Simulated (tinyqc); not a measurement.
Extended Hueckel theory, for CH4, step by step. Computed by tinyqc, a small Python program that keeps every step (integrals from PySCF). Settings: charge = 0, K = 1.5, multiplicity = 1. Command: `OMP_NUM_THREADS=1 python tinyqc.py 26187 26188 out.jsonl` (the two numbers bound the seeds that draw the settings). One thread of a shared host (Intel(R) Xeon(R) Processor @ 2.60GHz), about 0.01 s of CPU time with the checks.

## Overlaps

Geometry (angstrom):
```
atom          x          y          z
C      0.000000   0.000000   0.000000
H      0.631000   0.631000   0.631000
H      0.631000  -0.631000  -0.631000
H     -0.631000   0.631000  -0.631000
H     -0.631000  -0.631000   0.631000
```

Parameters chosen for this run:
```
element  shell  Slater exponent   H_ii (eV)
H           1s         1.300000  -13.600000
C           2s         1.625000  -21.400000
C           2p         1.625000  -11.400000
```

Slater orbitals, each expanded in six Gaussians scaled to its exponent.

overlap S:
```
           1C 2s     1C 2px     1C 2py     1C 2pz     2H 1s      3H 1s      4H 1s      5H 1s
1C 2s   1.000000   0.000000   0.000000   0.000000  0.490695   0.490695   0.490695   0.490695
1C 2px  0.000000   1.000000   0.000000   0.000000  0.283151   0.283151  -0.283151  -0.283151
1C 2py  0.000000   0.000000   1.000000   0.000000  0.283151  -0.283151   0.283151  -0.283151
1C 2pz  0.000000   0.000000   0.000000   1.000000  0.283151  -0.283151  -0.283151   0.283151
2H 1s   0.490695   0.283151   0.283151   0.283151  1.000000   0.147041   0.147041   0.147041
3H 1s   0.490695   0.283151  -0.283151  -0.283151  0.147041   1.000000   0.147041   0.147041
4H 1s   0.490695  -0.283151   0.283151  -0.283151  0.147041   0.147041   1.000000   0.147041
5H 1s   0.490695  -0.283151  -0.283151   0.283151  0.147041   0.147041   0.147041   1.000000
```

## Wolfsberg-Helmholz matrix

diagonal H_ii (eV): 1C 2s -21.400000, 1C 2px -11.400000, 1C 2py -11.400000, 1C 2pz -11.400000, 2H 1s -13.600000, 3H 1s -13.600000, 4H 1s -13.600000, 5H 1s -13.600000

K = 1.500000

H_ij = K' S_ij (H_ii + H_jj)/2 for i != j (the diagonal keeps H_ii), with K' = 1.5.

H (eV):
```
             1C 2s      1C 2px      1C 2py      1C 2pz       2H 1s       3H 1s       4H 1s       5H 1s
1C 2s   -21.400000    0.000000    0.000000    0.000000  -12.880754  -12.880754  -12.880754  -12.880754
1C 2px    0.000000  -11.400000    0.000000    0.000000   -5.309086   -5.309086    5.309086    5.309086
1C 2py    0.000000    0.000000  -11.400000    0.000000   -5.309086    5.309086   -5.309086    5.309086
1C 2pz    0.000000    0.000000    0.000000  -11.400000   -5.309086    5.309086    5.309086   -5.309086
2H 1s   -12.880754   -5.309086   -5.309086   -5.309086  -13.600000   -2.999640   -2.999640   -2.999640
3H 1s   -12.880754   -5.309086    5.309086    5.309086   -2.999640  -13.600000   -2.999640   -2.999640
4H 1s   -12.880754    5.309086   -5.309086    5.309086   -2.999640   -2.999640  -13.600000   -2.999640
5H 1s   -12.880754    5.309086    5.309086   -5.309086   -2.999640   -2.999640   -2.999640  -13.600000
```

## Orbitals

valence electrons = 8

Solve H C = S C e through S^(-1/2); fill by pairs from the bottom, a degenerate level sharing its electrons equally; each orbital has its largest coefficient positive (the first on a tie).

orbital energies (eV): -22.646218  -14.543742  -14.543742  -14.543742  -1.046177  -1.046177  -1.046177  16.632041

occupations: 2.000000  2.000000  2.000000  2.000000  0.000000  0.000000  0.000000  0.000000

coefficients:
```
             MO1        MO2        MO3        MO4        MO5        MO6        MO7        MO8
1C 2s   0.731165   0.000000   0.000000   0.000000   0.000000   0.000000   0.000000   1.574906
1C 2px  0.000000  -0.001128  -0.262053  -0.427261  -0.190224   1.119034   0.250747   0.000000
1C 2py  0.000000   0.457790  -0.174511   0.105825   0.138023  -0.229985   1.131085   0.000000
1C 2pz  0.000000   0.204088   0.389999  -0.239737   1.138447   0.214863  -0.095233   0.000000
2H 1s   0.128819   0.436023  -0.030728  -0.370313  -0.560897  -0.570020  -0.664352  -0.711634
3H 1s   0.128819  -0.437512  -0.315124  -0.193579   0.757347  -0.585636   0.405399  -0.711634
4H 1s   0.128819   0.168160  -0.199589   0.509979   0.418357   0.807531  -0.503749  -0.711634
5H 1s   0.128819  -0.166672   0.545442   0.053912  -0.614807   0.348125   0.762702  -0.711634
```

sum of one-electron energies = -132.554887 eV

Within a degenerate level the vectors are fixed only up to a rotation; this is one choice.

## Mulliken analysis

P = C n C^T; charge = valence electrons (H 1, C 4) minus the sum of (P S)_ii on the atom; overlap population = 2 sum P_ij S_ij between two atoms.

charges: 1C -0.072881, 2H 0.018220, 3H 0.018220, 4H 0.018220, 5H 0.018220

Overlap populations:
```
pair      value
2-1    0.748163
3-1    0.748163
3-2   -0.054584
4-1    0.748163
4-2   -0.054584
4-3   -0.054584
5-1    0.748163
5-2   -0.054584
5-3   -0.054584
5-4   -0.054584
```
